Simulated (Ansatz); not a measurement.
# Cs2SnI6 (Fm-3m, No. 225)

Computed with PBE in Ansatz (plane waves, PAW).

Run with plane-wave cutoff 520 eV, 6×6×6 k mesh, Fermi–Dirac smearing 0.01 eV, scalar-relativistic PAW data made under PBE.

Cell: measured lattice: a = 11.6276 Å, b = 11.6276 Å, c = 11.6276 Å, α = 90.00°, β = 90.00°, γ = 90.00°.

```json
{
  "band_gap": "0.16 eV"
}
```

Note: cell and atoms aren't relaxed at this level (pressure 1.6 GPa).

Spin–orbit coupling is not included; it can close the smallest gap of 0.16 eV.

Computing time: very roughly 100 core-seconds.

Ansatz is a first-principles code.
